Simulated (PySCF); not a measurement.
Homolysis of single bonds, series In F-NH2. Gas-phase values, no solvent. One relaxed conformer stands for each flexible species; it need not be the lowest. Strings in code marks are SMILES.

The highest occupied spin orbital from two functionals at the same geometries (PBE0-D3(BJ)/def2-TZVP), both in PySCF: PBE-D3(BJ)/def2-TZVP and ωB97X-D3(BJ)/def2-TZVP. 

```
species                              PBE-D3(BJ)/def2-TZVP (eV)
-----------------------------------  -------------------------
radical fragment (`[F][In][F]`)                          -6.49
radical fragment (`[NH2]`)                               -7.06
radical fragment (`[NH2][In][F]`)                        -5.45
radical fragment (`[NH2][In][NH2]`)                      -4.49
```

**Question.** What does ωB97X-D3(BJ)/def2-TZVP give for each?

**Answer.** 
- radical fragment (`[F][In][F]`): -9.82
- radical fragment (`[NH2]`): -11.37
- radical fragment (`[NH2][In][F]`): -8.73
- radical fragment (`[NH2][In][NH2]`): -7.73
Over these rows, drawn at random from the members with no instability flagged (it was tested for open shells, ions and some series alone), PBE minus ωB97X-D3(BJ): mean +3.53 eV, from +3.23 eV to +4.31 eV.
